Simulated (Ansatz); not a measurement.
Input for Ansatz (development build ahead of 0.2.0):

```yaml
crystal:
  periodic: [false, false, false]
  atoms:
    - { symbol: "N", position_ang: [0.0, 0.0, -0.56053] }
    - { symbol: O, position_ang: [0.0, 0.0, 0.49047] }
basis:
  gaussian: { orbitals: cc-pVTZ }
magnetization:
  spin_polarized: true
  initial_magnetization: 1
hamiltonian:
  xc: hf
correlation:
  method: mp2
  frozen_orbitals: { "N": 1, O: 1 }
```

The input is written out in the form of the current development build from the run's settings.

Results

- Converged: yes
- Reference energy: -129.28695 hartree
- Correlation energy: -0.38115 hartree
- Total energy: -129.66810 hartree
- Spin squared of the determinant: 0.760
